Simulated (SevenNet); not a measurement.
Litharge SnO

Method: the machine-learned potential SevenNet-0 (trained on PBE and PBE+U data).

Cell (relaxed at this level):

```
SnO
1.0
    3.85833     0.00000     0.00000
    0.00000     3.85833     0.00000
    0.00000     0.00000     5.60988
Sn O
2 2
Direct
  0.50000   0.00000   0.79175
  0.00000   0.50000   0.20825
  0.50000   0.50000   0.00000
  0.00000   0.00000   0.00000
```

```yaml
equilibrium_lattice_constant_a: 3.858 Å
lattice_parameter_c: 5.610 Å
```

Measured, for comparison: lattice constant a 3.801 Å, lattice parameter c 4.835 Å (temperature not stated, no zero-point or thermal correction; as tabulated in Electronic properties of the Sn1−xPbxO alloy and band alignment of the SnO/PbO …). Computed (rounded) less measured: lattice constant a +1.5 %, lattice parameter c +16.0 %.

A machine-learned potential is trained on density-functional data: it inherits that level's misses and adds fitting errors of its own.

Note: the model's c/a of 1.45 is far from the 1.27 of the starting cell; this model's volume lies 19 % above that of the starting cell (a measured, published or database cell).
